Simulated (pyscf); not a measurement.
Thermochemistry of product channels of H₃C–OH (SMILES CO) + CH₃• (SMILES [CH3]) on the doublet surface, in kJ/mol, from CCSD(T)/def2-TZVPP + ΔMP2(QZVPP) energies (ideal gas, 1 atm, RRHO with modes under 100 cm⁻¹ raised to 100, one conformer, R ln 2 for rigid chiral ones). PySCF, gas phase, ωB97X-D3(BJ)/def2-SVP geometries. MP2 and CC: frozen core, UHF for open shells. ΔMP2 is the change of the MP2 total energy from the triple- to the quadruple-zeta basis.

| products | ΔE | ΔH(298 K) | ΔG(900 K) | ΔG(1200 K) |
|---|---|---|---|---|
| •H₂C–CH₃ (SMILES [CH2]C) + H₂O (SMILES O) | ? | -65.4 | -77.7 | -82.4 |
| H₃C–O• (SMILES C[O]) + CH₄ (SMILES C) | +2.4 | +2.0 | +13.6 | +18.6 |

Q: Complete the blanks.

A: 
- •H₂C–CH₃ (SMILES [CH2]C) + H₂O (SMILES O), ΔE: -65.6

These are energies of the channels, which say nothing of barriers. H₃C–O• lies 29.4 kJ/mol over its isomer •H₂C–OH, and others may lie lower still (electronic energy, ωB97M-D3(BJ)). The CCSD(T) − MP2 part came from Ansatz, without density fitting, on the same reference. The orbital near-degeneracy of the XH₃O or XH₃S radical is left out.
